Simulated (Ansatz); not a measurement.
# C3H4F2: a ladder of functionals and wavefunction methods

An exercise on one series of results from a longer session: the logs are not shown, and one member is left open.

Method: functionals in def2-TZVPP, the program's frozen cores in correlated methods; program: Ansatz 0.2.0, Gaussian basis.

Plan: PBE-D4, r2SCAN-D4, PBE0-D4, B3LYP-D4, ωB97X-V, ωB97M-V, B2PLYP; CCSD(T)/def2-TZVPP; MP2/def2-QZVPP; extrapolation to the limit.

## The relaxed structure

All runs share one geometry, relaxed beforehand with PBE0-D4 in a triple-zeta def2 set.

SMILES `F[C@@H]1C[C@@H]1F`, 9 atoms, charge 0, spin multiplicity 1.

Atoms are counted from 1 here; the program's logs count them from 0.

Bond lengths: F1–C2 1.356 Å, C2–C3 1.495 Å, C2–C4 1.489 Å, C2–H6 1.084 Å, C3–C4 1.495 Å, C3–H7 1.083 Å, C3–H8 1.084 Å, C4–F5 1.356 Å, C4–H9 1.084 Å. Angles: F1–C2–C3 117.2°, F1–C2–C4 117.5°, F1–C2–H6 112.2°, C3–C2–C4 60.1°, C3–C2–H6 120.8°, C4–C2–H6 119.9°, C2–C3–C4 59.7°, C2–C3–H7 120.1°, C2–C3–H8 114.7°, C4–C3–H7 120.1°, C4–C3–H8 114.7°, H7–C3–H8 115.9°, C2–C4–C3 60.1°, C2–C4–F5 117.5°, C2–C4–H9 119.9°, C3–C4–F5 117.2°, C3–C4–H9 120.8°, F5–C4–H9 112.2°.

Set-up of the first run:

File in.yaml:

```yaml
crystal:
  periodic: [false, false, false]
  atoms:
    - {symbol: F, position_ang: [-0.169580, 1.607991, -1.012624]}
    - {symbol: C, position_ang: [0.216771, 0.825464, 0.025365]}
    - {symbol: C, position_ang: [0.580466, -0.591103, -0.284023]}
    - {symbol: C, position_ang: [-0.696046, -0.279707, 0.428857]}
    - {symbol: F, position_ang: [-1.848918, -0.425138, -0.270267]}
    - {symbol: H, position_ang: [0.755396, 1.385253, 0.781928]}
    - {symbol: H, position_ang: [1.394365, -1.070228, 0.245045]}
    - {symbol: H, position_ang: [0.461700, -0.872512, -1.323791]}
    - {symbol: H, position_ang: [-0.820154, -0.522419, 1.478409]}
basis:
  gaussian: {orbitals: def2-TZVPP}
hamiltonian: {xc: pbe, dispersion: d4}
output: {forces: true, orbitals: {seedname: orbitals}}
```

Steps of the session up to this table: PBE-D4 (GGA); r2SCAN-D4 (meta-GGA); PBE0-D4 (hybrid); B3LYP-D4 (hybrid); ωB97X-V (range-separated); ωB97M-V (range-separated); B2PLYP (double hybrid); CCSD(T) in def2-TZVPP; MP2 in def2-QZVPP.

One table of the session follows, with a row left open; its other results are not shown here.

| method | atomisation energy (eV) |
| --- | --- |
| PBE-D4 | 38.842 |
| r2SCAN-D4 | 37.655 |
| PBE0-D4 | 37.870 |
| B3LYP-D4 | 37.340 |
| ωB97X-V | 37.599 |
| ωB97M-V | 37.597 |
| B2PLYP | ? |
| HF/def2-TZVPP | 26.752 |
| MP2/def2-TZVPP | 37.441 |
| CCSD/def2-TZVPP | 35.774 |
| CCSD(T)/def2-TZVPP | 36.404 |
| MP2/CBS | 38.372 |
| CCSD(T)/CBS | 37.335 |

Estimate the missing values for B2PLYP.

As computed: atomisation energy (eV): 37.043. In the column «atomisation energy (eV)» it lies between CCSD(T)/def2-TZVPP (36.404) and CCSD(T)/CBS (37.335).

Limits of these values: Free atoms (2 F, 3 C, 4 H) were run apart at each level; the atomisation energy is their sum less the molecule, without zero-point or spin-orbit terms.
